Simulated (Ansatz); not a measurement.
Cubic Cu₃N was calculated with LDA (Ansatz, a program for electronic structure, PAW).

Run with plane-wave cutoff 520 eV, 10×10×10 k mesh, Fermi–Dirac smearing 0.01 eV, no spin polarisation, scalar-relativistic PAW data made under PBE.

Cell (measured lattice):

```
Cu3N
1.0
    3.80700     0.00000     0.00000
    0.00000     3.80700     0.00000
    0.00000     0.00000     3.80700
Cu N
3 1
Direct
  0.50000   0.00000   0.00000
  0.00000   0.50000   0.00000
  0.00000   0.00000   0.50000
  0.00000   0.00000   0.00000
```

Task: What does this level give for the band gap, smallest direct gap on the k points sampled and Γ–Γ gap?

Result: 
* **band gap**: 0.19 eV (indirect)
* **smallest direct gap on the k points sampled**: 0.71 eV
* **Γ–Γ gap**: 2.84 eV

Note: cell and atoms aren't relaxed at this level (pressure -8.7 GPa).

The computed numbers hold no vibrational or temperature effects.
